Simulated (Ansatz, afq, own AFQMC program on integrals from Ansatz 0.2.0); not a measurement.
Integrals from Ansatz 0.2.0, then the random walk in our own AFQMC program (afq).

```yaml
crystal:
  periodic: [false, false, false]
  atoms:
    - {symbol: B, position_ang: [-0.108876, -0.007594, 0.073809]}
    - {symbol: H, position_ang: [0.317434, 0.531484, -1.007130]}
    - {symbol: H, position_ang: [0.615503, -0.007650, 1.013379]}
    - {symbol: H, position_ang: [0.234853, -0.442384, -0.797912]}
basis:
  gaussian: {orbitals: 6-31G}
magnetization: {spin_polarized: true, initial_magnetization: 2}
correlation: {method: ccsd_t, electrons: outside_noble_gas, hamiltonian_folder: ham}
```

```sh
$ ansatz run in.yaml --threads 1 --pin off --events-out ev --progress --plain --max-ram 24576MiB --backend cuda --devices 0, --max-vram 18GiB
```

afq runs on the folder ham with

```
--method free --trial cisd --walkers 4000 --time-step 0.03 --max-blocks 4000 --target-error 0.0003 --factor-cut 1e-05 --seed 6180 --times 0,0.3,0.6,1.2,1.8,2.4,3.6,4.8,6 --taylor-order 8
```

Times are imaginary, in 1/Eh. The walk had a cap of 61 s.

Log:

```
orbitals 14  electrons 4 2  factors 89 of 222
reference energy -26.20622816 Eh
CCSD correlation -0.06479457 Eh in 11 cycles, weight of the determinant in the CISD state 0.9613
repeat  energy at the last time / Eh  error
    10  -26.272109  0.000017
    20  -26.272112  0.000012
    30  -26.272107  0.000010
time / (1/Eh)  energy / Eh  error  mean overlap
  0.00  -26.271020  0.000003  1.0403
  0.30  -26.271581  0.000004  1.0409
  0.60  -26.271839  0.000007  1.0408
  1.20  -26.272012  0.000005  1.0412
  1.80  -26.272076  0.000006  1.0417
  2.40  -26.272105  0.000009  1.0423
  3.60  -26.272113  0.000009  1.0424
  4.80  -26.272116  0.000010  1.0424
  6.00  -26.272107  0.000010  1.0432
energy -26.272107 +/- 0.000010 Eh
```

The run passed its tests (error under three times the target), which doesn't prove that it has relaxed.

Against this walk (error 0.3 meV) on the same determinant: CCSD(T) 8.0 meV higher, CCSDT(Q) 0.1 meV higher (within the noise), CCSDTQ 0.0 meV higher (within the noise), full CI 0.0 meV lower (within the noise). The error is statistical, and a free projection of finite length keeps a remainder of its start.

Cautions: remainder of the start not in the error; lower spins were not checked.

The walk took 16 s on 1 × NVIDIA H100 80GB HBM3 with 2 threads of AMD EPYC 7R13 Processor (Zen 3), on a shared host (the card was shared). The log's last line is the free-projection energy.

CCSDT and higher add their correlation energy to the determinant of the CCSD(T) run, since their own runs factorise the integrals more tightly (a shift of under 2 meV).
